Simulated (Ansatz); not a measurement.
Input and output for `[C]#[O+]` radical.

```yaml
crystal:
  periodic: [false, false, false]
  atoms:
    - {symbol: C, position_ang: [0.472555, -0.152757, 0.243430]}
    - {symbol: O, position_ang: [-0.472555, 0.152757, -0.243430]}
basis:
  gaussian: {orbitals: ANO-RCC-VTZP}
total_charge: 1
magnetization: {spin_polarized: true, initial_magnetization: 1}
hamiltonian: {xc: {name: SVWN5}}
output: {forces: true}
```

```sh
$ ansatz run in.yaml --threads 2 --pin off --events-out ev --progress --plain --max-ram 20480MiB --backend cpu
```

Shortened log:

```
Functional definition: SVWN5
415 factors; their error is unknown
mean field evaluation 1: about -3030.2867 eV, gradient 7.6e1 eV
mean field evaluation 2: about -2898.8148 eV, gradient 1.6e2 eV
mean field evaluation 4: about -3048.0898 eV, gradient 7.0e0 eV
mean field evaluation 8: about -3048.2608 eV, gradient 1.2e-1 eV
mean field evaluation 16: about -3048.2480 eV, gradient 1.4e-5 eV
mean field -3048.24804014 eV, -112.0210492982 hartree, gradient 1.4e-5 eV, S^2 0.761541; 0 other end points of the search recorded, 0 dependent functions left out
reference -3048.24805963 eV, -112.0210500146 hartree; 7, 6 occupied and 53, 54 virtual orbitals, 415 factors
Total energy: -3048.24805963 eV, -112.0210500146 hartree
Relativity: scalar
Atom 0 at     0.472555    -0.152757     0.243430 Å, force     0.930150    -0.300678     0.479154 eV/Å
Atom 1 at    -0.472555     0.152757    -0.243430 Å, force    -0.930150     0.300678    -0.479154 eV/Å
Dipole moment:     0.449646    -0.145352     0.231629 e Å
```

Hardware: 2 threads of an AMD EPYC 7R13 on a shared host. Wall time 0.45 s, peak host memory 0.17 GiB.
